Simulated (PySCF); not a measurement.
Compound: C4H6O.
Numbering: `[OH:1][C@H:2]1[C@H:3]2[CH2:4][C@@H:5]12` (hydrogens: H6 on O1; H7 on C2; H8 on C3; H9, H10 on C4; H11 on C5)

Method: PBE0-D3(BJ)/def2-SVP geometry optimisation, gas phase (PySCF).

List the bond lengths, angles and torsions at this level.

```json
{"bond": "O1–C2", "length (bohr)": "2.627"}
{"bond": "C2–C3", "length (bohr)": "2.792"}
{"bond": "C3–C4, C4–C5", "length (bohr)": "2.823"}
{"bond": "C2–C5", "length (bohr)": "2.818"}
{"bond": "C3–C5", "length (bohr)": "2.818"}
{"bond": "O1–H6", "length (bohr)": "1.820"}
{"bond": "C2–H7", "length (bohr)": "2.082"}
{"bond": "C3–H8, C5–H11", "length (bohr)": "2.059"}
{"bond": "C4–H9", "length (bohr)": "2.071"}
{"bond": "C4–H10", "length (bohr)": "2.070"}
```

Bonds in one row agree within 0.02 bohr and their mean is given. A selection of angles:
```json
{"angle": "C2–O1–H6", "degrees": "107.5"}
{"angle": "O1–C2–C3", "degrees": "119.4"}
{"angle": "O1–C2–C5", "degrees": "122.2"}
{"angle": "O1–C2–H7", "degrees": "114.0"}
{"angle": "C3–C2–C5", "degrees": "60.3"}
{"angle": "C3–C2–H7", "degrees": "115.3"}
{"angle": "C2–C3–C4", "degrees": "98.8"}
{"angle": "C2–C3–C5", "degrees": "60.3"}
{"angle": "C2–C3–H8", "degrees": "130.2"}
{"angle": "C4–C3–C5", "degrees": "60.1"}
{"angle": "C4–C3–H8", "degrees": "129.7"}
{"angle": "C5–C3–H8", "degrees": "130.4"}
{"angle": "C3–C4–C5", "degrees": "59.9"}
{"angle": "C3–C4–H9", "degrees": "118.8"}
{"angle": "C3–C4–H10", "degrees": "116.6"}
{"angle": "H9–C4–H10", "degrees": "114.9"}
{"angle": "C2–C5–C4", "degrees": "98.1"}
```

Torsions: O1–C2–C3–C4 64° (synclinal); C2–C3–C4–C5 48° (synclinal); C3–C4–C5–C2 -47° (synclinal); O1–C2–C5–C4 -60° (synclinal); C2–C3–C5–C4 -122° (anticlinal); H6–O1–C2–C3 -143° (anticlinal).

Of the pairs four or more bonds apart, O1···H9 is among the closest relative to their van der Waals radii: 2.54 Å, 93 % of the sum of Bondi's values. The 3-membered ring C3–C4–C5 has internal angles of 59.9° to 60.1°. The 3-membered ring C2–C3–C5 has internal angles of 59.4° to 60.3°.

Not checked by PBE0-D3(BJ)/def2-SVP frequencies. One conformer, not necessarily the lowest (H–O1–C2–C3 -143°).

The run took 19 s of wall time on an Arm Neoverse V2 with one thread, shared host. That covers the optimisation of the geometry.
